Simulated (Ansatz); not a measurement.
C3H8FN can be A, `CNC(C)F`, or B, `CCNCF`.

Gas-phase electronic energies from Ansatz, PBE0-D4/def2-TZVP geometries. CCSD(T)/CBS adds triple-zeta CCSD(T) − MP2 to the extrapolated MP2 energy (def2 sets, frozen cores). DFT in def2-TZVPP. B3LYP here is the variant with VWN-RPA as its local correlation; programs differ in this. One conformer a species, not always the lowest.

A:

```xyz
13

C     0.173   -1.798   -0.596
N    -0.477   -0.547   -0.263
C     0.369    0.510    0.107
C    -0.389    1.774    0.412
F     1.139    0.195    1.259
H     0.730   -2.243    0.236
H     0.873   -1.629   -1.419
H    -0.575   -2.513   -0.942
H    -1.219   -0.673    0.413
H     1.113    0.660   -0.683
H    -0.918    2.118   -0.477
H    -1.115    1.593    1.208
H     0.297    2.553    0.745
```

B:

Z-matrix (Å, degrees):
```
C
C 1 1.516
H 1 1.092 2 112.0
H 1 1.092 2 110.7 3 121.0
H 1 1.092 2 110.0 3 -119.0
N 2 1.458 1 112.4 3 -66.5
H 2 1.093 1 109.1 3 175.4
H 2 1.098 1 109.7 3 58.6
C 6 1.398 2 117.5 1 67.0
H 6 1.010 2 111.5 1 -162.7
F 9 1.412 6 113.6 2 61.6
H 9 1.091 6 111.0 2 -57.2
H 9 1.092 6 110.0 2 -179.6
```

Q: Which isomer does CCSD(T)/CBS put lower? Give the gap. (An estimate is asked.)

A: Ansatz gave: A, by 16.2 kJ/mol.

Q: Give E(B) − E(A) in kJ/mol with CCSD(T)/def2-TZVPP, HF/def2-TZVPP, MP2/def2-TZVPP, PBE0-D4, B3LYP-D4, CCSD/def2-TZVPP, B2PLYP. (An estimate is asked.)

A: Ansatz gave: CCSD(T)/def2-TZVPP 15.8, HF/def2-TZVPP 17.0, MP2/def2-TZVPP 15.5, PBE0-D4 15.7, B3LYP-D4 15.4, CCSD/def2-TZVPP 15.7, B2PLYP 16.1. None reverses the order clearly.

Largest T1 diagnostic: 0.010.
